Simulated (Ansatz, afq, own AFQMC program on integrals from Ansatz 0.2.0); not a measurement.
Integrals from Ansatz 0.2.0, then the random walk in our own AFQMC program (afq).

```yaml
crystal:
  periodic: [false, false, false]
  atoms:
    - {symbol: Ti, position_ang: [0.000000, 0.000000, 0.000000]}
    - {symbol: N, position_ang: [0.000000, 0.000000, 1.229000]}
basis:
  gaussian: {orbitals: def2-SVP}
total_charge: 1
magnetization: {spin_polarized: false}
correlation: {method: ccsd_t, electrons: outside_noble_gas, hamiltonian_folder: ham}
```

```sh
$ ansatz run in.yaml --threads 1 --pin off --events-out ev --progress --plain --max-ram 1382MiB
```

Options of the walk:

```
--method phaseless --trial cisd --walkers 80 --populations 1 --least-time 40 --time-step 0.005 --steps-per-block 50 --equilibration-blocks 40 --max-blocks 300 --target-error 0.00034 --factor-cut 1e-05 --seed 6376 --release-times 0.24,0.6,1.2,2,3,4.2 --release-step 0.04 --release-every 4 --taylor-order 6
```

Times are imaginary, in 1/Eh. The walk had a cap of 711 s.

afq prints:

```
orbitals 35  electrons 4 4  factors 314 of 492
reference energy -902.24127398 Eh
CCSD correlation -0.23955970 Eh in 10 cycles, weight of the determinant in the CISD state 0.9100
energy of the start -902.480834 Eh
 block  time / (1/Eh)  mean weight  energy / Eh
     1     0.250  1.0020  -902.478785
     2     0.500  1.0003  -902.482355
     3     0.750  1.0006  -902.485633
     4     1.000  1.0007  -902.488136
     5     1.250  0.9993  -902.490328
     7     1.750  0.9996  -902.488527
     9     2.250  0.9980  -902.484954
    17     4.250  0.9990  -902.495961
    33     8.250  1.0008  -902.489434
    49    12.250  0.9994  -902.492426
    65    16.250  1.0005  -902.496820
    81    20.250  1.0006  -902.505085
    97    24.250  0.9986  -902.489310
   113    28.250  0.9994  -902.491089
   129    32.250  0.9988  -902.482104
   145    36.250  1.0012  -902.499671
   161    40.250  1.0018  -902.483931
   177    44.250  0.9994  -902.501076
   193    48.250  0.9999  -902.483941
   209    52.250  0.9984  -902.495625
   225    56.250  1.0010  -902.489920
   241    60.250  1.0004  -902.489924
   257    64.250  1.0000  -902.490432
   273    68.250  1.0002  -902.485986
   289    72.250  1.0018  -902.494084
   305    76.250  0.9986  -902.486022
   313    78.250  1.0004  -902.530794
   321    80.250  1.0006  -902.490975
   337    84.250  1.0003  -902.489456
blocks merged  error / Eh  count
     1  0.000384  300
     2  0.000486  150
     4  0.000607  75
     8  0.000627  37
    16  0.000604  18
    32  0.000728  9
released: time / (1/Eh)  energy / Eh  error  mean overlap
  0.24  -902.492257  0.000600  0.9969
  0.60  -902.493305  0.000433  0.9924
  1.20  -902.491994  0.000496  1.0047
  2.00  -902.492578  0.000586  0.9892
  3.00  -902.492585  0.000636  0.9896
  4.20  -902.491547  0.001035  0.9960
energy -902.491483 +/- 0.000627 Eh
(rows thinned)
```

The run passed its tests (sampling time, drift between the halves within three errors, error under three times the target), which doesn't prove that it has relaxed.

Against this walk (error 17.1 meV) on the same determinant: CCSD(T) 14.8 meV higher (within the noise), CCSDT(Q) 16.1 meV lower (within the noise). The error is statistical and leaves out the bias of the constraint. Released to 4.20 1/Eh the energy moves by -2 ± 33 meV (both errors), within twice the noise.

Cautions: constraint bias not in the error; error above the target (17.1 against 9.3 meV); no relativity below Rb; outer-core shells of the metal frozen; higher spins were not checked.

The walk took 9.2 min on 1 thread of AMD EPYC (Zen 3), with other jobs on the host. The log's last line is the phaseless energy.

CCSDT and higher add their correlation energy to the determinant of the CCSD(T) run, since their own runs factorise the integrals more tightly (a shift of under 2 meV). A walk keeps the symmetry of its determinant, which the program's search chose and which needn't be the lowest solution, so a lower state of the same spin and another symmetry isn't excluded.
